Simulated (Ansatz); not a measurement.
Input file:

```yaml
crystal:
  periodic: [false, false, false]
  atoms:
    - {symbol: Co, position_ang: [0.000000, 0.000000, 0.000000]}
    - {symbol: O, position_ang: [0.000000, 0.000000, 1.703400]}
basis:
  gaussian: {orbitals: def2-TZVPP}
total_charge: 1
magnetization: {spin_polarized: false}
correlation: {method: ccsdt_q, electrons: outside_noble_gas}
```

```sh
$ ansatz run in.yaml --threads 2 --pin off --events-out ev --progress --plain --max-ram 23808MiB --backend cuda --devices 0, --max-vram 18GiB
```

Log:

```
1175 factors; integrals over basis functions are off by at most 2.4e-7 eV
mean field evaluation 1: about -39585.5915 eV, gradient 1.6e2 eV
mean field evaluation 2: about -39585.7043 eV, gradient 1.6e2 eV
mean field evaluation 4: about -39606.8271 eV, gradient 4.7e1 eV
mean field evaluation 8: about -39611.5808 eV, gradient 7.1e0 eV
mean field evaluation 16: about -39612.0230 eV, gradient 5.2e-1 eV
mean field evaluation 32: about -39606.6212 eV, gradient 4.8e1 eV
mean field evaluation 64: about -39611.2569 eV, gradient 1.1e-4 eV
mean field evaluation 96: about -39612.0249 eV, gradient 1.7e0 eV
mean field evaluation 128: about -39611.5190 eV, gradient 7.3e-1 eV
mean field evaluation 160: about -39610.3582 eV, gradient 2.2e1 eV
...
mean field -39612.05501580 eV, -1455.7161718154 hartree, gradient 2.2e-6 eV, S^2 0.000000; 22 other end points of the search recorded, 0 dependent functions left out; unrestricted orbitals would lower it
...
determinant -39612.05501580 eV, -1455.7161718154 hartree, with singles and doubles -39628.15098158 eV, -1456.3076876475 hartree
determinant -39611.52274318 eV, -1455.6966111576 hartree, with singles and doubles -39627.82369215 eV, -1456.2956599828 hartree
determinant -39611.25690801 eV, -1455.6868418949 hartree, with singles and doubles -39626.11111740 eV, -1456.2327240216 hartree
determinant -39611.06246733 eV, -1455.6796963318 hartree, with singles and doubles -39627.80729409 eV, -1456.2950573651 hartree
determinant -39610.92218650 eV, -1455.6745411064 hartree, with singles and doubles -39625.89108173 eV, -1456.2246378601 hartree
determinant -39608.98319113 eV, -1455.6032843409 hartree, with singles and doubles -39622.42005140 eV, -1456.0970798480 hartree
determinant -39612.05501580 eV, -1455.7161718154 hartree, with singles and doubles -39628.67144936 eV, -1456.3268144856 hartree
determinant -39611.52274318 eV, -1455.6966111576 hartree, with singles and doubles -39628.72515525 eV, -1456.3287881409 hartree
determinant -39611.06246733 eV, -1455.6796963318 hartree, with singles and doubles -39628.55564684 eV, -1456.3225588215 hartree
...
determinant -39610.13375408 eV, -1455.6455667496 hartree, with singles and doubles -39627.92223823 eV, -1456.2992814846 hartree
determinant -39610.13375408 eV, -1455.6455667496 hartree, with singles and doubles -39628.04627245 eV, -1456.3038396579 hartree
unrestricted determinant -39617.25750614 eV, -1455.9073598090 hartree, S^2 2.0308
10 core orbitals not correlated: weight in the atoms' cores, before any rotation towards them, 0.999 or more for the frozen orbitals, at most 0.000 for the correlated occupied ones
reference -39611.52274318 eV, -1455.6966111576 hartree; 7, 7 occupied and 78, 78 virtual orbitals, 1175 factors
second order -15.52605186 eV of doubles, -0.00000000 eV of singles
...
cycle  52  -18.72457799 eV  change   -2.7e-6 eV  update   2.9e-6
cycle  53  -18.72458275 eV  change   -4.8e-6 eV  update   2.4e-6
cycle  54  -18.72458635 eV  change   -3.6e-6 eV  update   1.8e-6
cycle  55  -18.72458410 eV  change    2.3e-6 eV  update   1.4e-6
cycle  56  -18.72458339 eV  change    7.1e-7 eV  update   1.2e-6
cycle  57  -18.72458134 eV  change    2.0e-6 eV  update   9.6e-7
cycle  58  -18.72458011 eV  change    1.2e-6 eV  update   7.5e-7
cycle  59  -18.72457947 eV  change    6.4e-7 eV  update   6.5e-7
cycle  60  -18.72457827 eV  change    1.2e-6 eV  update   5.1e-7
cycle  61  -18.72457805 eV  change    2.2e-7 eV  update   4.4e-7
perturbative correction -1.93392500 eV, -0.0710704330 hartree
WARN: these amplitudes may be one of several solutions (largest doubles amplitude 0.45, level shift 1.06 eV)
Total energy: -39632.18124624 eV, -1456.4557971420 hartree
```

The determinant lies 0.53 eV above the lowest one of its kind in the log. The T1 diagnostic is 0.219, too large for the energy to be relied on.

Ran on 2 threads of AMD EPYC 7R13 with a shared H100 80 GB, shared host: 20 s wall, 0.84 GiB peak host memory.
